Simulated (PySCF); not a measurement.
2-methylpentane, C₆H₁₄.
Structure used (PBE0-D3(BJ)/def2-SVP), in Å, numbered top down from 1:
```
atom  x, y, z in Å
C1     2.759   -0.581   -0.110
C2     1.374   -0.566    0.517
C3     0.383    0.302   -0.249
C4    -1.002    0.441    0.387
C5    -1.851    1.439   -0.392
C6    -1.724   -0.897    0.514
H7     2.725   -0.966   -1.142
H8     3.456   -1.216    0.458
H9     3.190    0.432   -0.153
H10    1.441   -0.204    1.559
H11    0.994   -1.599    0.584
H12    0.267   -0.094   -1.276
H13    0.817    1.311   -0.367
H14   -0.857    0.844    1.408
H15   -2.835    1.586    0.080
H16   -1.359    2.422   -0.458
H17   -2.026    1.085   -1.422
H18   -1.176   -1.606    1.153
H19   -2.726   -0.766    0.951
H20   -1.852   -1.367   -0.476
```

The closed-shell ground state was solved at several levels (PySCF, density fitting, gas phase, non-relativistic).

```json
{"level": "PBE0/aug-cc-pVDZ", "basis functions": "264", "HOMO (eV)": "-8.70", "LUMO (eV)": "-0.02", "gap (eV)": "8.68", "dipole (D)": "0.14"}
{"level": "PBE0/def2-SVPD", "basis functions": "232", "HOMO (eV)": "-8.75", "LUMO (eV)": "0.80", "gap (eV)": "9.55", "dipole (D)": "0.13"}
{"level": "PBE0/pcSseg-1", "basis functions": "172", "HOMO (eV)": "-8.77", "LUMO (eV)": "1.50", "gap (eV)": "10.27", "dipole (D)": "0.11"}
{"level": "PBE0/def2-SVP", "basis functions": "154", "HOMO (eV)": "-8.71", "LUMO (eV)": "1.78", "gap (eV)": "10.49", "dipole (D)": "0.09"}
{"level": "wB97X-D/pcSseg-1", "basis functions": "172", "HOMO (eV)": "-10.66", "LUMO (eV)": "3.31", "gap (eV)": "13.97", "dipole (D)": "0.11"}
{"level": "LC-wPBE/def2-SVPD", "basis functions": "232", "HOMO (eV)": "-11.50", "LUMO (eV)": "2.55", "gap (eV)": "14.05", "dipole (D)": "0.12"}
{"level": "CAM-B3LYP/def2-SVPD", "basis functions": "232", "HOMO (eV)": "-10.17", "LUMO (eV)": "1.44", "gap (eV)": "11.61", "dipole (D)": "0.13"}
{"level": "PBE0/6-31G*", "basis functions": "112", "HOMO (eV)": "-8.57", "LUMO (eV)": "2.69", "gap (eV)": "11.26", "dipole (D)": "0.09"}
{"level": "PBE0/6-31+G*", "basis functions": "136", "HOMO (eV)": "-8.71", "LUMO (eV)": "0.52", "gap (eV)": "9.23", "dipole (D)": "0.13"}
{"level": "wB97X-D/def2-SVPD", "basis functions": "232", "HOMO (eV)": "-10.64", "LUMO (eV)": "2.45", "gap (eV)": "13.09", "dipole (D)": "0.13"}
{"level": "B3LYP/pcJ-1", "basis functions": "302", "HOMO (eV)": "-8.56", "LUMO (eV)": "1.22", "gap (eV)": "9.78", "dipole (D)": "0.13"}
```

Task: What might PBE0/def2-TZVP (270 basis functions) give for the same quantities?

Result: HOMO -8.71 eV, LUMO 1.17 eV, gap 9.88 eV, dipole 0.13 D.

Task: Over all these levels, which gives the widest orbital gap and which the narrowest?

Result: LC-wPBE/def2-SVPD (range-separated hybrid) has the widest, 14.05 eV, and PBE0/aug-cc-pVDZ (global hybrid, 25 % exact exchange) the narrowest, 8.68 eV. Functional and basis both differ between the two, so the spread mixes both effects.

Task: How much does the basis alone move the frontier levels among the 7 PBE0 rows (the withheld one included)?

Result: The HOMO by 0.20 eV and the LUMO by 2.71 eV. By rising basis size (HOMO, LUMO in eV): 6-31G* -8.57, 2.69; 6-31+G* -8.71, 0.52; def2-SVP -8.71, 1.78; pcSseg-1 -8.77, 1.50; def2-SVPD -8.75, 0.80; aug-cc-pVDZ -8.70, -0.02; def2-TZVP -8.71, 1.17.

Task: How far do the dipole and the HOMO energy spread over the levels?

Result: The dipole runs from 0.09 to 0.14 D (mean 0.12 D) and the HOMO from -11.50 to -8.56 eV.

One conformer stands for the species.
